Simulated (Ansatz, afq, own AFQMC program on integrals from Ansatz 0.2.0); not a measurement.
BGeH4, doublet in 6-31G, levels against AFQMC with the constraint released

```tsv
atom	x (Å)	y (Å)	z (Å)
Ge	0.0000	0.0000	0.2823
B	0.0000	0.0000	-1.6912
H	0.0000	1.2553	1.1670
H	0.0000	-1.2553	1.1670
H	0.0000	1.0424	-2.2706
H	0.0000	-1.0424	-2.2706
```

Connectivity, by distances: GeH2–BH2.

Basis 6-31G. Noble-gas cores (and the filled d shells of Ga–Kr and In–Xe) are frozen. Ansatz 0.2.0 and our own AFQMC program on the same integrals; the CISD trial comes from CCSD amplitudes, and released means the phaseless constraint is let go. Free AFQMC starts from the CCSD state and is never constrained. Its projection time is finite, and what remains of the start isn't in its error. ± is one standard error of the sampling. No spin–orbit coupling.

Determinant: UHF, the one that the program's search chose, which needn't be the lowest solution. The geometry is a point of a scan.

No full CI on the walks' own integrals is used here. The released AFQMC energy serves as the reference, which it does only where one determinant dominates, the energy is flat over the last release times and near the phaseless one (40 meV or 2 meV an electron, half that with transition metals). On small molecules, where full CI could be run and the noise was under 10 meV, such values lay within 10 meV of it in 19 cases of 20, a flattering rate, since the rule was set on those same cases; what remains of the bias isn't in the error bar.

Cautions: no relativity below Rb; no spin-orbit coupling; inner d shell frozen; the released value is read at 2.40 1/Eh (meV from the phaseless value at times in 1/Eh: 4 ± 10 at 0.24, 2 ± 7 at 0.51, 4 ± 6 at 0.99, 6 ± 6 at 1.62, -2 ± 7 at 2.40).

```
T1 diagnostic                               : 0.0176
weight of the determinant in the CISD state : 0.911
⟨S²⟩ of the determinant                     : 0.759
size of the correlated space                : 11 electrons in 31 orbitals
```

```tsv
level	correlation energy (eV)
MP2	-2.7012
CCSD	-3.5206
CCSD(T)	-3.5943
```

Estimate where free-projection AFQMC lies against CCSD(T) on the same integrals.

0.18 ± 0.27 mEh below CCSD(T). The gap is under twice the noise, so this walk alone can't tell the two apart.

Reference: AFQMC with the constraint released, correlation energy -3.615 ± 0.007 eV.

| level | E − E(reference) (mEh) | share of correlation (%) |
| --- | --- | --- |
| CCSD(T) | 0.76 ± 0.26 | 99.43 |
| ph-AFQMC/HF | -2.32 ± 1.67 | 101.74 |
| ph-AFQMC/CISD | 0.08 ± 0.41 | 99.94 |
| free AFQMC | 0.58 ± 0.37 | 99.56 |

Free projections are given only where their last times agree within the noise and don't stop above the reference; a slow remainder of the start can still hide under it. A walk keeps the symmetry of its determinant, which the program's search chose and which needn't be the lowest solution, so a lower state of the same spin and another symmetry isn't excluded. Released energies are given only where the last usable release times agree within the noise; a slower fall can still hide under it.
